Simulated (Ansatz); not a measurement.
Born–Oppenheimer molecular dynamics of CH5BO (8 atoms, charge 0, multiplicity 1). It starts at the highest image of a converged band. Of that band: Neighbouring images differ by up to 1.2 eV, so the band resolves the path poorly. A vibrational analysis at the climbing image gives one clearly imaginary mode, 1653i cm⁻¹: a first-order saddle point.

These are results of RKS BLYP/def2-SVPD in Ansatz, not measurements.

```yaml
ensemble: NVE (velocity Verlet)
time_step: 0.5 fs
steps_asked: 200
starting_velocities_drawn_for: 100 K
seed: 11470
```

First frame:

```xyz
8
Properties=species:S:1:pos:R:3
B 0.172 -0.377 -0.422
H 0.042 0.529 -1.571
O 0.586 -1.496 -0.952
H 0.362 -0.431 -1.765
C -0.215 0.312 0.923
H -0.066 -0.390 1.767
H 0.396 1.219 1.104
H -1.277 0.634 0.916
```

Problem. How far do the bonds stretch over the last three quarters of this one trajectory? (Pairs bonded in most of those frames.)

Solution. 
| bond | mean (Å) | spread (Å) | shortest | longest |
| --- | --- | --- | --- | --- |
| B1–H2 | 1.241 | 0.064 | 1.11 | 1.41 |
| B1–O3 | 1.384 | 0.060 | 1.27 | 1.48 |
| B1–C5 | 1.630 | 0.096 | 1.46 | 1.75 |
| O3–H4 | 1.034 | 0.122 | 0.83 | 1.21 |
| C5–H6 | 1.116 | 0.011 | 1.09 | 1.14 |
| C5–H7 | 1.115 | 0.009 | 1.10 | 1.13 |
| C5–H8 | 1.114 | 0.009 | 1.09 | 1.14 |

Mean temperature of the second half: 1437 K. The conserved energy stayed within 2.6 meV per atom of its start (net change -0.12 meV per atom), so there is no drift, though single steps change it by up to 23 meV in the whole system, a sign of fast motions only just resolved. The system heated up, since it started high on the potential surface and ran downhill. A run of 0.1 ps of so small a system gives no equilibrium averages. The orbitals stay closed-shell, which can raise the energy where a bond breaks towards radicals; this wasn't checked here.

Time of the run: 98 s on 2 threads of AMD EPYC 9B45 (Zen 5), with other jobs on the host, peak memory 0.17 GiB.
